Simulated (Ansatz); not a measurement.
**GaB⁺, doublet: vertical spin and charge gaps**

Geometry (PBE0/def2-TZVP stationary point for this spin):

```xyz
2

B     0.0000    0.0000    0.0000
Ga    0.0000    0.0000    2.7728
```

Basis aug-cc-pVDZ; Ansatz 0.2.0. Only valence electrons are correlated (noble-gas cores and the filled d shells of p-block atoms frozen). R marks a restricted (for open shells ROHF) determinant, U an unrestricted one. Active spaces: valence = (5e, 8o) chosen from the atoms' valence shells. No spin–orbit coupling is included, and no scalar relativity.

Gaps are energies of the second state less the first, at fixed atoms, for a selection of the levels run; each method lands on the state that its own search finds for that charge and spin.

For open shells CISD is restricted-active-space CI with the open shells as a complete middle space.

Problem. PBE gives 3.214 eV for quartet less doublet. Estimate what full CI gives in aug-cc-pVDZ.

Solution. Full CI in aug-cc-pVDZ gives 3.404 eV, so against it PBE is off by -0.190 eV, of which a good part can be the reference's own basis and frozen-core error.

Large singles or doubles amplitudes warn of static correlation in the GaB⁺ quartet.

| level | gap (eV) | error (meV) |
| --- | --- | --- |
| RHF | 2.315 | -1089 |
| RCCSD | 3.433 | 29 |
| RCCSD(T) | 3.439 | 35 |
| BCCD(T) | 3.435 | 31 |
| RCCSDT(Q) | 3.405 | 1 |
| NEVPT2 (valence space) | 3.425 | 21 |
| r2SCAN | 2.865 | -539 |
| wB97M-V | 3.718 | 314 |
| RPA-PBE | 3.571 | 167 |

Adding an electron, to the triplet: -6.325 eV at UCCSDT(Q).

```
                   level  gap (eV)  error (meV)
                     UHF    -5.676          649
                    UMP2    -6.128          197
                    CISD    -6.161          164
                   UCCSD    -6.185          140
                UCCSD(T)    -6.272           53
                 BCCD(T)    -6.280           45
                  UCCSDT    -6.316            9
  CASSCF (valence space)    -5.536          789
  NEVPT2 (valence space)    -6.121          204
  MRCISD (valence space)    -6.256           69
MRCISD+Q (valence space)    -6.327           -2
                     PBE    -6.737         -412
                  r2SCAN    -6.799         -474
                    PBE0    -6.591         -266
                   B3LYP    -6.577         -252
                 wB97M-V    -6.320            5
                  B2PLYP    -6.342          -17
                 RPA-PBE    -6.533         -208
```

In so small a basis the reference is far from its limit while semilocal and hybrid functionals are nearer theirs (RPA and double hybrids share part of the reference's basis error), so the functionals' errors here hold much of the reference's basis and frozen-core error, which can add to them or hide them.

The reference is named with each gap: full CI where it ran, else the highest cluster level, uncertain by about the last step of the series. The frozen core follows each run's orbitals, which can shift R against U totals by a few meV for light atoms and by up to 0.1 eV past Ca.
